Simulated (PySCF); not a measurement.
# Indirect couplings

Geometry (Å), atoms numbered from 1 in this order:
```xyz
15

C    -2.2092   -0.3967   -0.3248
C    -0.7418   -0.4344   -0.7301
C     0.1537    0.1822    0.3405
C     1.6189    0.1489   -0.0606
N     2.4468    0.6886    0.8701
O     2.0349   -0.3060   -1.0997
H    -2.5378    0.6291   -0.1684
H    -2.8296   -0.8397   -1.0997
H    -2.3667   -0.9517    0.5981
H    -0.4273   -1.4647   -0.9025
H    -0.5983    0.1084   -1.6654
H    -0.1331    1.2224    0.5167
H     0.0406   -0.3598    1.2832
H     2.1086    1.0708    1.7343
H     3.4359    0.7107    0.6862
```

Method: B3LYP/pcJ-1 (spin–dipole term only in couplings to heteroatoms)//GFN2-xTB, PySCF 2.14.0 with density-fitted response routines; isolated molecule, single conformer, non-relativistic. Couplings are averaged over pairs made equivalent by symmetry, fast rotation or ring inversion, so a value needn't be that of the named pair in this geometry, while other rotamers aren't included; one pair stands for each set, and the list holds a selection of those of at least 0.8 Hz over up to four bonds, among pairs with at least one C or N or H atom (others weren't computed).

Isotopes: ¹³C, ¹H, ¹⁵N, ¹⁷O. Couplings to quadrupolar nuclei such as 17O and 33S are rarely resolved in practice.

| pair | bonds | J (Hz) |
| --- | --- | --- |
| C1, C2 | 1 | ? |
| C1, H7 | 1 | 131.0 |
| C2, C3 | 1 | ? |
| C2, H10 | 1 | 137.2 |
| C3, C4 | 1 | 50.1 |
| C3, H12 | 1 | ? |
| C4, N5 | 1 | -16.4 |
| C4, O6 | 1 | ? |
| N5, H14 | 1 | -94.2 |
| N5, H15 | 1 | -95.2 |
| C1, H10 | 2 | -3.1 |
| C2, C4 | 2 | -1.1 |
| C2, H7 | 2 | ? |
| C2, H12 | 2 | ? |
| C3, N5 | 2 | -10.5 |
| C4, H14 | 2 | ? |
| H7, H8 | 2 | -13.2 |
| H10, H11 | 2 | -14.2 |
| H14, H15 | 2 | ? |
| C1, C4 | 3 | 6.2 |
| C1, H12 | 3 | 2.6 |
| C3, H7 | 3 | 6.0 |
| C3, H15 | 3 | 6.7 |
| H7, H10 | 3 | 7.9 |
| H10, H12 | 3 | 13.9 |
| H10, H13 | 3 | 4.4 |

Q: Estimate the withheld couplings, with signs.

A: 
- ¹J(C1,C2) = 34.2 Hz (bond length 1.523 Å)
- ¹J(C2,C3) = 36.7 Hz (bond length 1.526 Å)
- ¹J(C3,H12) = 130.9 Hz (bond length 1.093 Å, sp3 carbon)
- ¹J(C4,O6) = 27.5 Hz (bond length 1.208 Å)
- ²J(C2,H7) = -3.7 Hz (mean over equivalent pairs that range from -4.2 to -2.7 Hz in this conformer)
- ²J(C2,H12) = -3.8 Hz (angle at C3 110°)
- ²J(C4,H14) = 6.0 Hz (angle at N5 122°)
- ²J(H14,H15) = 6.8 Hz (angle at N5 119°)
